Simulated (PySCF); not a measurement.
# LiP: from constants to spectrum

ROHF-CCSD(T) constants of LiP, ³Σ⁻ (triplet), unpaired electrons π ↑↑ (basis Li STO-3G, P STO-3G; no relativity; PySCF 2.14; masses 7.0160 and 30.9738 u):

```
ωe              : 542.7 cm⁻¹
ωexe            : 4.11 cm⁻¹
Be              : 0.57145 cm⁻¹
αe              : 0.00644 cm⁻¹
D (centrifugal) : 2.53e-06 cm⁻¹
```

Give the vibrational terms G(v) and spacings up to v = 6.

G(v) = ωe(v+½) − ωexe(v+½)².

```csv
v,G(v) (cm⁻¹),G(v) − G(v−1),Bv (cm⁻¹)
0,270,,0.5682
1,805,534,0.5618
2,1331,526,0.5554
3,1849,518,0.5489
4,2359,510,0.5425
5,2861,502,0.5360
6,3354,493,0.5296
```

Correlated steps freeze 5 core orbitals. The CCSD T1 diagnostic is raised, a sign that a single reference may not be enough here. STO-3G is very small, so such numbers show the basis as much as the molecule. The state is the lowest determinant that a PBE0 search found; another state may lie lower at other levels.
